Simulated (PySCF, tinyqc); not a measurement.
CID on RHF in the sto-6g basis, frozen core, for BH, spin multiplicity 1, step by step. The lowest restricted solution is unstable here: a spin-polarised one lies 0.0148 hartree lower (PySCF). One step of it, computed by the program tinyqc.

Question. CID: roots. Diagonalise (each vector has its largest component positive (the first on a tie)); all determinants have Ms = 0, so triplets appear too. The lowest singlet root is the correlation energy. The Davidson correction is (1 - c0^2) E_corr, c0 the coefficient of the reference.

Occupation strings over the orbitals (2 doubly, a alpha, b beta, 0 empty; spin orbitals ordered 1a 1b 2a 2b ...): 222000 220200 2ab200 220020 2ab020 220002 2ab002 2ba200 202200 2ba020 202020 2ba002 202002

H - E(HF) between determinants (hartree), order 222000, 220200, 2ab200, 220020, 2ab020, 220002, 2ab002, 2ba200, 202200, 2ba020, 202020, 2ba002, 202002:
```
[[0.000000, 0.066407, -0.041813, 0.066407, -0.041813, 0.065776, 0.049015, 0.041813, 0.057594, 0.041813, 0.057594, -0.049015, 0.124561],
 [0.066407, 0.273462, -0.015855, 0.031641, 0.000000, 0.034639, 0.000000, 0.015855, 0.052696, 0.000000, 0.000000, 0.000000, 0.000000],
 [-0.041813, -0.015855, 0.553950, 0.000000, 0.031641, 0.000000, 0.034639, -0.052696, 0.104968, 0.000000, 0.000000, 0.000000, 0.000000],
 [0.066407, 0.031641, 0.000000, 0.273462, -0.015855, 0.034639, 0.000000, 0.000000, 0.000000, 0.015855, 0.052696, 0.000000, 0.000000],
 [-0.041813, 0.000000, 0.031641, -0.015855, 0.553950, 0.000000, 0.034639, 0.000000, 0.000000, -0.052696, 0.104968, 0.000000, 0.000000],
 [0.065776, 0.034639, 0.000000, 0.034639, 0.000000, 1.643226, -0.118372, 0.000000, 0.000000, 0.000000, 0.000000, 0.118372, 0.052696],
 [0.049015, 0.000000, 0.034639, 0.000000, 0.034639, -0.118372, 1.610257, 0.000000, 0.000000, 0.000000, 0.000000, -0.052696, 0.002451],
 [0.041813, 0.015855, -0.052696, 0.000000, 0.000000, 0.000000, 0.000000, 0.553950, -0.104968, 0.031641, 0.000000, 0.034639, 0.000000],
 [0.057594, 0.052696, 0.104968, 0.000000, 0.000000, 0.000000, 0.000000, -0.104968, 1.213820, 0.000000, 0.031641, 0.000000, 0.034639],
 [0.041813, 0.000000, 0.000000, 0.015855, -0.052696, 0.000000, 0.000000, 0.031641, 0.000000, 0.553950, -0.104968, 0.034639, 0.000000],
 [0.057594, 0.000000, 0.000000, 0.052696, 0.104968, 0.000000, 0.000000, 0.000000, 0.031641, -0.104968, 1.213820, 0.000000, 0.034639],
 [-0.049015, 0.000000, 0.000000, 0.000000, 0.000000, 0.118372, -0.052696, 0.034639, 0.000000, 0.034639, 0.000000, 1.610257, -0.002451],
 [0.124561, 0.000000, 0.000000, 0.000000, 0.000000, 0.052696, 0.002451, 0.000000, 0.034639, 0.000000, 0.034639, -0.002451, 1.956671]]
```

Give: lowest roots of this matrix, relative to E(HF); lowest vectors; <S^2> of these roots; weight of the ground state by excitation level 0, 1, 2, ...; Davidson correction.

Answer.

lowest roots of this matrix, relative to E(HF) (hartree): [-0.052, 0.236, 0.313, 0.470, 0.531, 0.544, 0.625, 1.219]

lowest vectors, order 222000, 220200, 2ab200, 220020, 2ab020, 220002, 2ab002, 2ba200, 202200, 2ba020, 202020, 2ba002, 202002:
```
[[0.959, 0.000, 0.199, 0.000],
 [-0.163, 0.702, 0.678, 0.000],
 [0.063, 0.048, 0.083, 0.500],
 [-0.163, -0.702, 0.678, 0.000],
 [0.063, -0.048, 0.083, -0.500],
 [-0.033, 0.000, -0.048, 0.000],
 [-0.032, 0.000, -0.016, 0.000],
 [-0.063, -0.048, -0.083, 0.500],
 [-0.045, -0.050, -0.069, 0.000],
 [-0.063, 0.048, -0.083, -0.500],
 [-0.045, 0.050, -0.069, 0.000],
 [0.032, 0.000, 0.016, 0.000],
 [-0.057, 0.000, -0.011, 0.000]]
```

<S^2> of these roots: [0.000, 0.000, 0.000, 2.000, 2.000, 0.000, 0.000, 0.000]

weight of the ground state by excitation level 0, 1, 2, ...: [0.921, 0.000, 0.079]

Davidson correction = -0.00412 hartree
